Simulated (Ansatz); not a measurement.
## How far each method lies from full CI for C2H, doublet

Geometry: a PBE0/def2-TZVP stationary point for this spin, not checked as a minimum.

```xyz
3

C     0.0000    0.0000    0.0447
C     0.0000    0.0000   -1.1555
H     0.0000    0.0000    1.1107
```

Basis 6-31G; Ansatz 0.2.0. Correlated methods freeze the noble-gas cores, which leaves 9 electrons in 18 orbitals. R marks a restricted (for open shells ROHF) determinant, U an unrestricted one. Active spaces: valence = (9e, 9o) chosen from the atoms' valence shells; pair = (3e, 3o) about the gap.

Full CI is exact within this basis and frozen core; it isn't the basis-set limit. The frozen core follows each run's orbitals, which can shift R against U totals by a few meV.

Unrestricted rows (U) aren't spin-pure: their determinants' ⟨S²⟩ exceeds S(S+1) by up to 0.45, so they mix in states of higher spin. For open shells CISD and CISDTQ are restricted-active-space CI with the open shells as a complete middle space.

```
UHF ⟨S²⟩                          : 1.204
T1 diagnostic (RCCSD)             : 0.0302
largest doubles amplitude (RCCSD) : 0.118
T1 diagnostic (UCCSD)             : 0.0679
```

```tsv
level	E − E(full CI) (kcal/mol)	share of correlation (%)	wall time
RHF	121.29	0.00	–
UHF	109.07	10.08	–
RMP2	16.32	86.54	–
UMP2	28.51	76.50	–
CISD	13.33	89.01	0.63 s
RCCSD	4.52	96.28	–
UCCSD	4.49	96.30	–
RCCSD(T)	0.90	99.26	0.63 s
UCCSD(T)	1.36	98.88	0.69 s
BCCD(T)	0.96	99.21	0.78 s
RCCSDT	0.67	99.45	–
UCCSDT	0.69	99.43	–
CISDTQ	0.69	99.43	6.5 s
RCCSDT(Q)	0.02	99.98	3.9 s
UCCSDT(Q)	0.16	99.87	3.6 s
RCCSDTQ	0.07	99.94	40 s
CASSCF (pair space)	101.24	16.53	–
NEVPT2 (pair space)	14.20	88.29	0.36 s
MRCISD (pair space)	9.53	92.15	–
MRCISD+Q (pair space)	1.16	99.05	0.75 s
CASSCF (valence space)	29.25	75.89	–
NEVPT2 (valence space)	7.76	93.60	2.8 s
NEVPT4(SD) (valence space)	1.03	99.15	4.1 s
MRCISD (valence space)	0.90	99.25	–
MRCISD+Q (valence space)	0.28	99.77	4.2 s
```

The correlation energy at full CI, counted from RHF, is -5.260 eV. That run took 74 s on 1 thread of Arm Neoverse V1, shared host over 6,551,776 determinants.

Times hold each run's SCF and search for its determinant on a shared host, so for small cases they say little of a method's own cost; they ran on 1 thread of Arm Neoverse V1.

The full-CI state has the irrep A1 of C2v, in the program's axes (one component, if the state is degenerate).

Natural occupations of full CI about the gap: 1.976 1.969 1.900 1.900 0.999 0.091 0.091 0.027 0.013 0.007; effectively unpaired electrons, Σ n²(2−n)², 1.14.
